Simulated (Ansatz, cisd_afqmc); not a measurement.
Species: O2, charge 1, doublet. O2+ (parent SMILES O=O, doublet).
B3LYP-D3(BJ)/def2-TZVP minimum from Ansatz (a first-principles code):
```xyz
2

O      0.0000     0.0000    -0.5528
O      0.0000     0.0000     0.5528
```
Charge +1, spin multiplicity 2.

Total energies in cc-pVDZ, 11 correlated electrons, 2 frozen orbitals. Radicals and triplets start from unrestricted determinants; spin-orbit coupling is neglected. Cores are frozen in correlated methods. No relativity. AFQMC/CISD: phaseless, guided by CISD from CCSD amplitudes; bars are statistical, one sigma. Outlying blocks are dropped, and bars are widened where a walk drifts. Over all cases where full CI ran beside it in this data, AFQMC minus full CI had a median of +0.1 mEh and passed +0.4 mEh in a tenth of the cases. The UHF reference of O2+ (parent SMILES O=O, doublet) is spin-contaminated (<S^2> up to 0.34 over the pure value in the sets run). The determinant of O2+ (parent SMILES O=O, doublet) is a saddle point of the SCF energy; a lower one exists, which strains HF and MP2.

```json
[
 {"method": "HF", "program": "Ansatz", "energy (Eh)": "-149.17907", "minus CCSDTQ (mEh)": "381.73"},
 {"method": "MP2", "program": "Ansatz", "energy (Eh)": "-149.55202", "minus CCSDTQ (mEh)": "8.79"},
 {"method": "CCSD", "program": "Ansatz", "energy (Eh)": "-149.54540", "minus CCSDTQ (mEh)": "15.41"},
 {"method": "CCSD(T)", "program": "Ansatz", "energy (Eh)": "-149.55821", "minus CCSDTQ (mEh)": "2.60"},
 {"method": "CCSDT(Q)", "program": "Ansatz", "energy (Eh)": "-149.56119", "minus CCSDTQ (mEh)": "-0.38"},
 {"method": "CCSDTQ", "program": "Ansatz", "energy (Eh)": "-149.56081", "minus CCSDTQ (mEh)": "0.00"},
 {"method": "AFQMC/CISD", "program": "cisd_afqmc", "energy (Eh)": "-149.5595 ± 0.0004", "minus CCSDTQ (mEh)": "1.3 ± 0.4"}
]
```

Rough core times of Ansatz's runs on a shared machine: CCSD(T) under 20 s, CCSDT(Q) under 20 s, CCSDTQ 4 min.
